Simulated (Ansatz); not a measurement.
Total energies of H₂MgS₂, SMILES `[SH][Mg][SH]`.

Cartesian coordinates in Å:
```
S 1.273 -1.583 -1.112
Mg -0.134 0.042 -0.341
S -1.552 1.671 0.402
H 2.320 -1.083 -0.432
H -1.907 0.952 1.483
```

Total charge 0; spin multiplicity 1. Correlated methods include outer-core shells of Mg, which these sets cover unevenly. Geometry: relaxed with PBE0-D4/def2-TZVP. It is one conformer, not always the lowest. Basis def2-TZVPP, Ansatz.

RPA on PBE orbitals: Hartree–Fock energy of these orbitals -995.92597 Eh, correlation -0.91356 Eh (frozen core).

```csv
functional,energy without D4 (Eh),D4 term (kJ/mol)
LDA (SPW92),-994.07348,–
PBE,-997.30970,-8.0
revPBE,-997.59032,-20.2
BLYP,-997.77954,-16.8
r2SCAN,-997.69987,-1.9
B97M-V,-997.53399,–
PBE0,-997.39542,-6.9
B3LYP,-997.83934,-13.0
r2SCANh,-997.69406,-2.1
r2SCAN0,-997.68591,-2.4
HSE06 (plane-wave form),-997.37513,-6.5
BHLYP,-997.77776,-11.7
CAM-B3LYP,-997.80087,-7.2
LC-ωPBE,-997.47591,–
ωB97X-V,-997.62262,–
ωB97M-V,-997.72154,–
B2PLYP,-997.46052,–
PBE-QIDH,-997.19060,–
```

B3LYP takes the VWN-RPA correlation (the form of Gaussian; ORCA's B3LYP/G). HSE06 is the plane-wave form, built on full-range PBE exchange. The double hybrids freeze the cores in their second-order part.

LC-ωPBE has ω = 0.4 bohr⁻¹.
